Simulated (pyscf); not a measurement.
Elementary routes open to H₂P–InH₂ (SMILES [PH2][InH2]) + SiH₄ (SMILES [SiH4]) in the gas phase (singlet surface):
A. H₂P–In (SMILES [PH2][In]) [singlet] + H₂ (SMILES [H][H]) + SiH₄ (SMILES [SiH4]) (H–In, H–In, H–Si broken; H–H, H–Si formed)
B. H₃Si–PH–InH₂ (SMILES [SiH3][PH][InH2]) + H₂ (SMILES [H][H]) (H–P, H–Si broken; P–Si, H–H formed)

PySCF, gas phase, ωB97X-D3(BJ)/def2-SVP geometries.

Q: Rank the routes by free-energy barrier at 298 K, lowest first, for ωB97M-D3(BJ)/def2-TZVP energies (ideal gas, 1 atm, RRHO with modes under 100 cm⁻¹ raised to 100, one conformer, R ln 2 for chiral ones without a mode under 150 cm⁻¹).

A: A (2.49 eV), B (3.09 eV)

Route A is the fastest of these, ahead of the next by 0.60 eV. The most stable products are those of A (ΔG = -0.38 eV), so kinetics and thermodynamics agree. At 1200 K A is still the fastest. A: On the reactant side the descent ends in a complex (not fully relaxed), 0.23 eV under the separated species and 2.27 eV under the saddle at ωB97X-D3(BJ)/def2-TZVP. On the product side the descent ends in a complex (not fully relaxed), 0.31 eV under the separated species and 2.30 eV under the saddle at ωB97X-D3(BJ)/def2-TZVP. Only these routes are compared; each barrier is that of the saddle found, and lower ones may exist. Elements past Kr carry the def2 core potentials, without spin-orbit coupling.
